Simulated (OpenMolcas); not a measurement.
# H3NO (hydroxylamine): levels of theory compared

We compute a comparison of 6 runs (HF/STO-3G, UHF/STO-3G, PBE/STO-3G, SVWN5/STO-3G, r2SCAN/STO-3G, MP2/STO-3G) of H3NO (hydroxylamine). 

The calculation is run with OpenMolcas 26.06.

1 further run of the same task is left out (for a known fault of the program).

## (1) The system as given

The species is H3NO (5 atoms), meant as a singlet with charge 0. SMILES: `NO`. The shape is that of a PBE0-D4/def2-TZVP optimisation. This is one conformer, not always the lowest.

Bond lengths: N1–O2 1.422 Å, N1–H3 1.016 Å, N1–H4 1.016 Å, O2–H5 0.960 Å. Angles: N1–O2–H5 102.8°, O2–N1–H3 104.5°, O2–N1–H4 104.5°, H3–N1–H4 106.0°.

## (2) A single-point energy at HF/STO-3G (run 1)

calc.input

```
>>> EXPORT MOLCAS_PRINT=2
&GATEWAY
BASLIB=$CurrDir
COORD
5
angstrom
N       -0.165120      -0.361290      -0.321170
O        0.364460       0.666040       0.508060
H       -0.162690      -1.190020       0.266770
H       -1.141650      -0.109840      -0.446210
H        1.105010       0.995100      -0.007440
BASIS=STO-3G
GROUP=NoSym
&SEWARD
&SCF
THRESHOLDS=1e-10 1e-07 1e-07 1e-05
PRORBITALS=1 1
```

The basis set STO-3G is read from a file made from the Basis Set Exchange's data (not shown).

On the command line:

```
$ export MOLCAS_MEM=1860
$ pymolcas calc.input > calc.log
```

What it wrote:

```text
--- Start Module: gateway ---
[...]
--- Stop Module: gateway /rc=_RC_ALL_IS_WELL_ ---
--- Start Module: seward ---
[...]
      Basis functions           13
--- Stop Module: seward /rc=_RC_ALL_IS_WELL_ ---
--- Start Module: scf ---
[...]
       Convergence after  10 Iterations
[...]
::    Total SCF energy                               -129.2599282755
[...]
      Total spin, S                                     0.0000000000
[...]
      Total electronic charge=   18.000000
      Total            charge=   -0.000000
[...]
      Dipole Moment (debye):
      Origin of the operator (angstrom)=    0.1004    0.1601    0.1042
                   X= -2.9140E-01               Y= -2.5074E-01               Z=  2.4181E-02           Total=  3.8519E-01
      Quadrupole Moment (debye*angstrom):
[...]
--- Stop Module: scf /rc=_RC_ALL_IS_WELL_ ---
[...]
```

Wall time 1.5 s (1 thread of Arm Neoverse V1, shared host); peak memory 0.37 GiB.

## (3) The energy at UHF/STO-3G (run 2)

step1.inp

```
&GATEWAY
  BasLib
  $CurrDir
  Coord
  5
  angstrom
  N       -0.165120      -0.361290      -0.321170
  O        0.364460       0.666040       0.508060
  H       -0.162690      -1.190020       0.266770
  H       -1.141650      -0.109840      -0.446210
  H        1.105010       0.995100      -0.007440
  Basis
  STO-3G
  Group
  NoSym

&SEWARD

&SCF
  UHF
  Scramble
  0.25
  PrOrbitals
  1 1
```

The basis set STO-3G is read from a file made from the Basis Set Exchange's data (not shown).

On the command line:

```
$ export MOLCAS_MEM=1860
$ pymolcas step1.inp > step1.log
```

What it wrote:

```text
--- Start Module: gateway ---
[...]
--- Stop Module: gateway /rc=_RC_ALL_IS_WELL_ ---
--- Start Module: seward ---
[...]
      Basis functions           13
--- Stop Module: seward /rc=_RC_ALL_IS_WELL_ ---
--- Start Module: scf ---
[...]
       Convergence after  13 Iterations
[...]
::    Total SCF energy                               -129.2599282755
[...]
      Total spin, S                                     0.0000000000
[...]
      Total electronic charge=   18.000000
      Total            charge=   -0.000000
[...]
      Dipole Moment (debye):
      Origin of the operator (angstrom)=    0.1004    0.1601    0.1042
                   X= -2.9140E-01               Y= -2.5074E-01               Z=  2.4180E-02           Total=  3.8519E-01
      Quadrupole Moment (debye*angstrom):
[...]
--- Stop Module: scf /rc=_RC_ALL_IS_WELL_ ---
[...]
```

It took 1.7 s on 1 thread of Arm Neoverse V1, shared host; peak memory 0.37 GiB.

Runs 3 to 4 aren't shown in full; the table further down has their settings and results.

## (4) The energy at r2SCAN/STO-3G (run 5)

calc.inp

```
&gateway
 baslib=$CurrDir
 coord
 5
 angstrom
 N       -0.165120      -0.361290      -0.321170
 O        0.364460       0.666040       0.508060
 H       -0.162690      -1.190020       0.266770
 H       -1.141650      -0.109840      -0.446210
 H        1.105010       0.995100      -0.007440
 basis=STO-3G
 group=NoSym

&seward
 gridinput
 Grid=UltraFine
 End of Grid

&scf
 ksdft=2
 1.0 MGGA_X_R2SCAN
 1.0 MGGA_C_R2SCAN
 thresholds=1e-10 1e-07 1e-07 1e-05
 prorbitals=1 1
```

The basis set STO-3G is read from a file made from the Basis Set Exchange's data (not shown).

On the command line:

```
$ export MOLCAS_MEM=1860
$ pymolcas calc.inp > calc.log
```

What it wrote:

```text
--- Start Module: gateway ---
[...]
--- Stop Module: gateway /rc=_RC_ALL_IS_WELL_ ---
--- Start Module: seward ---
[...]
      Basis functions           13
--- Stop Module: seward /rc=_RC_ALL_IS_WELL_ ---
--- Start Module: scf ---
[...]
       Convergence after  11 Iterations
[...]
::    Total KS-DFT energy                            -129.8619668515
[...]
      Total spin, S                                     0.0000000000
[...]
      Total electronic charge=   18.000000
      Total            charge=   -0.000000
[...]
      Dipole Moment (debye):
      Origin of the operator (angstrom)=    0.1004    0.1601    0.1042
                   X= -3.0035E-01               Y= -2.0664E-01               Z=  1.0307E-01           Total=  3.7886E-01
      Quadrupole Moment (debye*angstrom):
[...]
--- Stop Module: scf /rc=_RC_ALL_IS_WELL_ ---
[...]
```

Wall time 4.8 s (1 thread of Arm Neoverse V1, shared host); peak memory 0.37 GiB.

## (5) The energy at MP2/STO-3G (run 6)

calc.input

```
&gateway
  baslib=$CurrDir
  coord
  5
  angstrom
  N       -0.165120      -0.361290      -0.321170
  O        0.364460       0.666040       0.508060
  H       -0.162690      -1.190020       0.266770
  H       -1.141650      -0.109840      -0.446210
  H        1.105010       0.995100      -0.007440
  basis=STO-3G
  group=NoSym

&seward

&scf
  thresholds=1e-10 1e-07 1e-07 1e-05
  prorbitals=1 1

&mbpt2
  frozen=2
```

The basis set STO-3G is read from a file made from the Basis Set Exchange's data (not shown).

On the command line:

```
$ export MOLCAS_MEM=1860
$ pymolcas calc.input > calc.log
```

What it wrote:

```text
--- Start Module: gateway ---
[...]
--- Stop Module: gateway /rc=_RC_ALL_IS_WELL_ ---
[...]
      Basis functions           13
[...]
--- Start Module: scf ---
[...]
       Convergence after  10 Iterations
[...]
::    Total SCF energy                               -129.2599282755
[...]
      Total spin, S                                     0.0000000000
[...]
      Total electronic charge=   18.000000
      Total            charge=   -0.000000
[...]
      Dipole Moment (debye):
      Origin of the operator (angstrom)=    0.1004    0.1601    0.1042
                   X= -2.9140E-01               Y= -2.5074E-01               Z=  2.4181E-02           Total=  3.8519E-01
      Quadrupole Moment (debye*angstrom):
[...]
--- Stop Module: scf /rc=_RC_ALL_IS_WELL_ ---
--- Start Module: mbpt2 ---
[...]
WARNING!
Default frozen orbitals as non valence orbitals is overwritten by user input.
Default values:   2
[...]
       Reference weight ( Cref**2 )         =        0.96918
::    Total MBPT2 energy                             -129.3411733034
[...]
      Total MBPT2 calculations                           0.02      0.04
--- Stop Module: mbpt2 /rc=_RC_ALL_IS_WELL_ ---
[...]
```

It took 1.6 s on 1 thread of Arm Neoverse V1, shared host; peak memory 0.37 GiB.

## (6) The series

| run | level | SCF convergence threshold | scramble | energy (Eh) | dipole moment (D) of the reference | HOMO energy (eV) | LUMO energy (eV) | wall time |
| --- | --- | --- | --- | --- | --- | --- | --- | --- |
| 1 | HF/STO-3G | 1e-10 | – | -129.259928 | 0.39 | -9.13 | 15.06 | 1.5 s |
| 2 | UHF/STO-3G | – | 0.25 | -129.259928 | 0.39 | -9.13 | 15.06 | 1.7 s |
| 3 | PBE/STO-3G | 1e-10 | – | -129.761270 | 0.38 | -2.03 | 6.48 | 3.9 s |
| 4 | SVWN5/STO-3G | 1e-10 | – | -128.881034 | 0.39 | -1.79 | 6.51 | 3.6 s |
| 5 | r2SCAN/STO-3G | 1e-10 | – | -129.861967 | 0.38 | -2.60 | 6.98 | 4.8 s |
| 6 | MP2/STO-3G | 1e-10 | – | -129.341173 | 0.39 | -9.13 | 15.06 | 1.6 s |

## (7) Summary of results

| quantity | value |
| --- | --- |
| run 6: total energy | -129.34117 Eh |
| run 6: dipole moment (mean-field density) | 0.39 D |
| run 6: HOMO energy (Hartree–Fock orbitals) | -9.13 eV |
| run 6: LUMO energy (Hartree–Fock orbitals) | 15.06 eV |
| run 6: HOMO–LUMO gap (Hartree–Fock orbitals) | 24.19 eV |
| run 6: correlation energy (2 core orbitals frozen) | -81.2 mEh |

What this shows: Over runs 1, 2, 3, 4, 5 the dipole moment (its size) runs from 0.38 D (PBE/STO-3G) to 0.39 D (SVWN5/STO-3G). Over runs 1, 2, 3, 4, 5 the HOMO–LUMO gap runs from 8.29 eV (SVWN5/STO-3G) to 24.19 eV (HF/STO-3G). Exact exchange widens orbital gaps. Totals of different functionals can't be ranked against each other. In runs 1, 2, 3, 4, 5, 6 the basis is minimal, so the values are rough. All runs together took 17 s, the longest 4.8 s.
